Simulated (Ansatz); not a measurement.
Ideal-gas functions of `[OH]` radical at 400 K and 1 bar, from an Ansatz frequency run at PBE0-D4/def2-TZVP.

Molar mass 17.01 g/mol, point group C∞v (symmetry number 1), electronic degeneracy 4, moments of inertia 0.898 u Å². Harmonic wavenumbers (cm⁻¹, unscaled): 3749.

Use S(trans) = R[1.5 ln M + 2.5 ln T − 1.1517]; rotational temperatures θ = 24.2544 K / I; S(rot) = R[ln(T/σθ) + 1]; for each mode x = 1.438777 ν̃/T, S = R[x/(eˣ − 1) − ln(1 − e⁻ˣ)] and H = RT x/(eˣ − 1); 1 cm⁻¹ = 0.0119627 kJ/mol; R = 8.31446 J/(mol·K).

Q: By hand: the entropy, in J/(mol·K).

A: Translation 150.3. Rotation: θ = 27.0094 K, giving 30.7. Vibration, mode by mode: 0.00, in all 0.0. Electronic 11.5. Sum 192.5 J/(mol·K).

Q: By hand: H − E and G − E in kJ/mol, counted from the electronic energy.

A: Zero-point energy ½ × 3749 × 0.0119627 = 22.4; thermal vibration 0.0; translation, rotation and pV give 3.5 RT = 11.6. H − E = 34.0 kJ/mol, and G − E = 34.0 − 400 × 192.5/1000 = -43.0 kJ/mol.

Vibration gives 0 % of the entropy; all modes have x over 3 and are hardly excited.
